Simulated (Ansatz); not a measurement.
CH₅AlSi, SMILES `[CH2]1[AlH][SiH2]1`, charge 0, multiplicity 1.

(1) Give a relaxed structure at PBE0-D4/def2-TZVP (the Gaussian-basis code of Ansatz). (An estimate is asked.)

Results:

(1) The calculation gave: 
Z-matrix (Å, degrees):
```
C
Si 1 1.924
Al 1 1.951 2 73.8
H 1 1.089 2 119.6 3 126.4
H 1 1.098 2 111.0 3 -105.5
H 2 1.489 1 112.6 3 -109.3
H 2 1.489 1 117.3 3 122.4
H 3 1.581 1 142.0 2 178.7
```
